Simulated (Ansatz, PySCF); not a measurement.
System: C3H7O, charge 0, multiplicity 2. It need not be the lowest isomer of its formula. 
Structure (B3LYP-D3(BJ)/def2-TZVP (Ansatz, a first-principles code) minimum search):
SMILES: [CH2]C(C)O
```xyz
11

O     -0.0336     1.3524    -0.1913
C     -0.0230     0.0261     0.3439
H      0.7975     1.7801     0.0409
H      0.1030     0.0869     1.4415
C     -1.3380    -0.5860     0.0500
C      1.1470    -0.7908    -0.2108
H      1.0799    -0.8495    -1.2976
H     -2.1725     0.0406    -0.2265
H      2.0998    -0.3278     0.0582
H     -1.4939    -1.6419     0.2178
H      1.1393    -1.8033     0.1974
```
Charge 0, spin multiplicity 2.

Dipole moments at this geometry, in debye (magnitudes).

```tsv
level	program	dipole (D)
HF/def2-TZVPD	PySCF	1.83
SVWN5/def2-TZVPD	Ansatz	1.81
PBE/def2-TZVPD	Ansatz	1.71
revPBE/def2-TZVPD	Ansatz	1.68
r2SCAN/def2-TZVPD	Ansatz	1.71
B3LYP/def2-TZVPD	Ansatz	1.76
PBE0/def2-TZVPD	Ansatz	1.75
TPSSh/def2-TZVPD	PySCF	1.72
r2SCANh/def2-TZVPD	Ansatz	1.73
M06-2X/def2-TZVPD	PySCF	1.79
CAM-B3LYP/def2-TZVPD	Ansatz	1.82
LC-wPBE/def2-TZVPD	Ansatz	1.83
wB97X-V/def2-TZVPD	Ansatz	1.80
```
